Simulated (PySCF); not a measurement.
## Complexes of hydrogen sulfide

Gas-phase complexes of hydrogen sulfide, each in one structure from a short search with a few starts, optimised by PBE0-D3(BJ)/def2-TZVPD; other ways of binding may lie lower. Energies in kcal/mol, wB97M-D3(BJ)/def2-TZVPD, counterpoise-corrected (PySCF): interaction is complex less parts frozen as they stand in it, binding adds what it costs to deform them. Contacts are written partner···hydrogen sulfide; electrostatic, Pauli and orbital are terms of the uncorrected same energy, whose rest is dispersion or correlation.

Frequency runs check only 1 of the 5 structures; these show no clear imaginary mode. 2 further partners within 0.25 kcal/mol of a listed one are not ranked.

Task: Order these partners of hydrogen sulfide by binding energy, strongest first: PH2F, bromide, fluoromethane, sulfur dioxide, carbon dioxide.

Result: bromide (-9.6), PH2F (-3.4), sulfur dioxide (-2.8), fluoromethane (-2.1), carbon dioxide (-1.6).
```json
{"partner": "bromide", "contact": "Br···H", "distance (Å)": "2.20", "binding": "-9.6", "interaction": "-10.9", "electrostatic": "-17.5", "Pauli": "22.1", "orbital": "-14.7"}
{"partner": "PH2F", "contact": "P···S", "distance (Å)": "3.09", "binding": "-3.4", "interaction": "-3.3", "electrostatic": "-9.6", "Pauli": "12.9", "orbital": "-5.3"}
{"partner": "sulfur dioxide", "contact": "S···S", "distance (Å)": "3.20", "binding": "-2.8", "interaction": "-2.9", "electrostatic": "-8.2", "Pauli": "10.8", "orbital": "-4.1"}
{"partner": "fluoromethane", "contact": "F···H", "distance (Å)": "2.35", "binding": "-2.1", "interaction": "-2.1", "electrostatic": "-2.9", "Pauli": "2.3", "orbital": "-0.8"}
{"partner": "carbon dioxide", "contact": "C···S", "distance (Å)": "3.46", "binding": "-1.6", "interaction": "-1.7", "electrostatic": "-2.5", "Pauli": "2.1", "orbital": "-0.5"}
```
